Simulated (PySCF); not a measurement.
Spectroscopy problems

PySCF 2.14.0 with density-fitted response routines calculation with GFN2-xTB structure and NMR shieldings at PBE0/pcSseg-1/GIAO; no solvent model, no relativistic terms, one averaged value for each set of equivalent atoms, a single conformation.

Scale: $^{1}$H (σ = 31.72 ppm), $^{13}$C (σ = 186.93 ppm) against TMS (reference shieldings calculated alike). Where no couplings were computed, multiplicities follow the n + 1 count of equivalent neighbours, and m marks all less simple cases (inequivalent or close neighbours, rings, F or P nearby). Acid and N–H amide carbonyl carbons lie up to 10 ppm further downfield in solution (hydrogen bonding). Shifts are as computed. Against solution values, carbons near 30 ppm lie about +3 ppm off and those near 130 ppm about +5 ppm. Of 1211 compounds with measured shifts, 218 miss one by over three times the rms of a fit or turn the order of signals round; such compounds aren't used in these exercises. OH and NH positions are gas-phase values without hydrogen bonding to other molecules.

Q: C6H12O2Si. $^{1}$H NMR (400 MHz, computed): δ 5.79 (br s, 1H), 4.83 (m, 1H), 4.50 (m, 1H), 3.04 (m, 1H), 2.37 (m, 1H), 1.54 (m, 1H), 1.50 (s, 3H), 1.27 (d, 3H). $^{13}$C{$^{1}$H} NMR (computed): δ 182.4 (C), 41.7 (CH2), 34.7 (C), 23.9 (CH3), 22.3 (CH3), 19.1 (CH). Give a structure.

A: SMILES C[C@@H]1C[C@@](C)(C(=O)O)[SiH2]1. The formula gives 2 degrees of unsaturation (1 ring in the answer). 6 carbon signals for 6 carbons: no two carbons are equivalent. Carbon types of the structure: 2 × C, 1 × CH, 1 × CH2, 2 × CH3, leaving 3 H on heteroatoms. δC 182.4: carboxylic acid carbon; lone-pair donation from the attached heteroatom keeps it upfield of a ketone carbonyl. δC 34.7: fully substituted sp3 carbon bonded to Si, α to a carbonyl; the adjacent C=O deshields it moderately. δC 23.9, 22.3: methyl carbon; saturated and bonded to C and H only. δH 5.79: hydrogen on an acid hydroxyl oxygen; exchangeable; this is the value without hydrogen bonding to other molecules.

This is the structure that produced the data.

Q: C6H6N2. $^{1}$H NMR (300 MHz, computed): δ 7.23 (br s, 2H), 6.69 (m, 2H), 6.16 (m, 2H). $^{13}$C{$^{1}$H} NMR (computed): δ 132.2 (C), 121.0 (CH), 94.2 (CH). Identify the compound.

A: `c1cc2[nH]ccc2[nH]1`. Rings plus π bonds: 5 (2 rings in the answer). 3 carbon signals for 6 carbons: some carbons are equivalent by symmetry or fast rotation. Carbon types of the structure: 2 × C, 4 × CH, leaving 2 H on heteroatoms. δC 132.2: ring-fusion aromatic carbon. δC 121.0: aromatic CH next to a ring nitrogen. δC 94.2: aromatic CH. δH 6.69: hydrogen on an aromatic CH next to a ring nitrogen; it sits in the deshielding region of the aromatic ring current.

This is the structure that produced the data.
